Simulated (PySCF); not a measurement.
**Stretching CH**

Set-up: H def2-SVP, C def2-SVP; no relativity (PySCF 2.14). Energies in eV from H + C in their ground configurations at the same level. State: ²Π (doublet), unpaired electrons π ↑.

All columns are PBE0. A positive dipole means H(−)C(+).

| R (Å) | E (eV) | μ (D) | Mulliken charge on H (basis-dependent) | HOMO (eV) | LUMO (eV) | Mayer bond order | ⟨S²⟩ |
| --- | --- | --- | --- | --- | --- | --- | --- |
| 0.976 | -3.069 | -1.78 | 0.05 | -7.33 | -3.68 | 0.90 | 0.75 |
| 1.022 | -3.332 | -1.72 | 0.06 | -7.32 | -3.68 | 0.90 | 0.75 |
| 1.067 | -3.484 | -1.66 | 0.06 | -7.33 | -3.68 | 0.91 | 0.75 |
| 1.101 | -3.541 | -1.60 | 0.06 | -7.34 | -3.69 | 0.91 | 0.75 |
| 1.135 | -3.557 | -1.54 | 0.06 | -7.35 | -3.70 | 0.92 | 0.75 |
| 1.169 | -3.542 | -1.48 | 0.06 | -7.36 | -3.71 | 0.92 | 0.75 |
| 1.214 | -3.480 | -1.40 | 0.06 | -7.38 | -3.73 | 0.92 | 0.75 |
| 1.271 | -3.353 | -1.28 | 0.05 | -7.42 | -3.75 | 0.93 | 0.75 |
| 1.339 | -3.149 | -1.14 | 0.05 | -7.46 | -3.79 | 0.94 | 0.75 |
| 1.430 | -2.825 | -0.95 | 0.03 | -7.53 | -3.85 | 0.95 | 0.75 |

A fit through these points gives, at Re = 1.134 Å, μ = -1.54 D and dμ/dR = 1.75 D/Å; the reduced mass is 0.9297 u.

Problem. How strong is the fundamental in the double-harmonic approximation, I = 42.26·(dμ/dR)²/μred km/mol?

Solution. I = 42.26·(1.75)²/0.9297 = 139 km/mol at PBE0.

The state is the lowest determinant that a PBE0 search found; another state may lie lower at other levels.
